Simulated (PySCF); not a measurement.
# SO₃: fields on a plane

Computed with PySCF, r2SCAN, basis S def2-TZVP, O def2-TZVP (no relativity, density fitting).

The singlet minimum has S–O 1.429 Å (×3); O–S–O 120.0° (×3).

The plane holds S1 at (0.00, 0.00), O2 at (1.43, 0.00), O3 at (-0.71, 1.24), O4 at (-0.71, -1.24) Å. Columns run from x = -2.85 to 3.75 Å, rows from y = 3.45 (top) to -3.15 Å, in steps of 0.3 Å. Other isomers or separated fragments may lie lower.

Give the electron density (e/Å³) (cut at 5 e/Å³). Lower edges of the bins (e/Å³): '0' 0.000, '1' 0.030, '2' 0.076, '3' 0.151, '4' 0.268, '5' 0.455, '6' 0.750, '7' 1.218, '8' 1.960, '9' 3.136; top 5.00.


```
00000000000000000000000
00000000000000000000000
00000000000000000000000
00000011100000000000000
00001123321000000000000
00002356642100000000000
00013689964210000000000
00014799985311110000000
00014799986433332100000
00013589986555664210000
00012467788678986410000
00001346899889998520000
00001346899889998520000
00012467788678986410000
00013589986555664210000
00014799986433332100000
00014799985311110000000
00013689964210000000000
00002356642100000000000
00001123321000000000000
00000011100000000000000
00000000000000000000000
00000000000000000000000
```

Give the electron localisation function (set to 0 where the density is under 0.005 e/Å³). Lower edges of the bins: '_' 0.000, '.' 0.090, ':' 0.180, '-' 0.269, '=' 0.359, '+' 0.449, '*' 0.539, '#' 0.629, '%' 0.718, '@' 0.808; top 0.90, each point printed twice.


```
______________________________________________
______________________________________________
______________......__________________________
__________::--======--..______________________
______..--++####%%##++::______________________
____..--**%%@@@@@@@@##--______________________
____::++%%@@@@%%@@@@##--______....____________
____--**%%@@##@@==@@##::____::====::..________
____--**%%@@%%..==%%**::..--**####++::________
____::==##%%@@%%%%%%++--==##@@@@@@##==..______
______..--++##%%++____::##%%@@@@@@%%++::______
__________..--==__@@@@__%%##::::@@%%**::______
__________..--==__@@@@__%%##::::@@%%**::______
______..--++##%%++____::##%%@@@@@@%%++::______
____::==##%%@@%%%%%%++--==##@@@@@@##==..______
____--**%%@@%%..==%%**::..--**####++::________
____--**%%@@##@@==@@##::____::====::..________
____::++%%@@@@%%@@@@##--______....____________
____..--**%%@@@@@@@@##--______________________
______..--++####%%##++::______________________
__________::--======--..______________________
______________......__________________________
______________________________________________
```
